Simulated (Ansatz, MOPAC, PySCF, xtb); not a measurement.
Pair of molecules: H2O (SMILES O) (first 3 atoms) with H2O (SMILES O); geometry from S66by8 set.
(charge 0, multiplicity 1):
```xyz
6

O     -1.4238    -0.0444     0.0046
H     -1.7438     0.8584    -0.0168
H     -0.4641     0.0538    -0.0001
O      1.3461     0.0396    -0.0043
H      1.7228    -0.3988     0.7618
H      1.7184    -0.4366    -0.7497
```

Monomers are frozen at their geometry in the pair; levels with a basis set take the counterpoise correction.

The state reached by PM6 isn't checked.

Codes used: Ansatz (Gaussian orbitals); MOPAC for PM6 (differences of heats of formation); PySCF for the dispersion terms; xtb for the GFN methods. Each number belongs to the level named beside it.

One of these levels gives -4.40 kcal/mol for the interaction energy. Which one is it?
A. GFN1-xTB
B. GFN-FF
C. PM6
D. PBE-D4/def2-TZVPPD

A, GFN1-xTB. The others give -5.50 (GFN-FF), -3.82 (PM6), -5.01 (PBE-D4/def2-TZVPPD)

Ansatz is a program for electronic structure.
